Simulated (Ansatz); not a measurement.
Relaxation of BH3O2 (6 atoms, charge 0, multiplicity 1), to a largest force component of 0.03 eV/Å in at most 50 steps.

Level of theory: RKS B3LYP/def2-SVP (Ansatz).

```xyz
6
Properties=species:S:1:pos:R:3
B -0.764 -0.348 0.433
H 1.462 0.274 1.037
O 1.816 -0.028 0.168
H 1.934 -0.977 0.326
O -1.118 -0.321 -0.820
H -2.063 -0.399 -1.024
```

Problem. Where does it end, and by what steps?

Solution. It converged. After 12 steps the energy has fallen by 0.027 eV; H4 moved furthest, 0.28 Å.

| step | energy less start (eV) | largest force component (eV/Å) | accepted |
| --- | --- | --- | --- |
| 0 | 0.0000 | 0.671 | yes |
| 1 | 0.0033 | 1.037 | no |
| 2 | -0.0092 | 0.510 | yes |
| 3 | -0.0201 | 0.076 | yes |
| 4 | -0.0222 | 0.204 | yes |
| 5 | 0.0548 | 1.861 | no |
| 6 | -0.0252 | 0.054 | yes |
| 7 | -0.0263 | 0.055 | yes |
| 8 | -0.0265 | 0.049 | yes |
| 9 | -0.0268 | 0.050 | yes |
| 10 | -0.0268 | 0.072 | yes |
| 11 | -0.0269 | 0.032 | yes |
| 12 | -0.0269 | 0.017 | yes |

```xyz
6
Properties=species:S:1:pos:R:3
B -0.822 -0.286 0.374
H 1.342 0.168 0.924
O 2.056 -0.004 0.287
H 2.204 -0.955 0.399
O -1.284 -0.375 -0.830
H -2.231 -0.345 -1.034
```

Whether the end is a true minimum wasn't checked by a vibrational analysis.

The run took 26 s on 1 thread of Arm Neoverse N1, with other jobs on the host, peak memory 0.1 GiB.
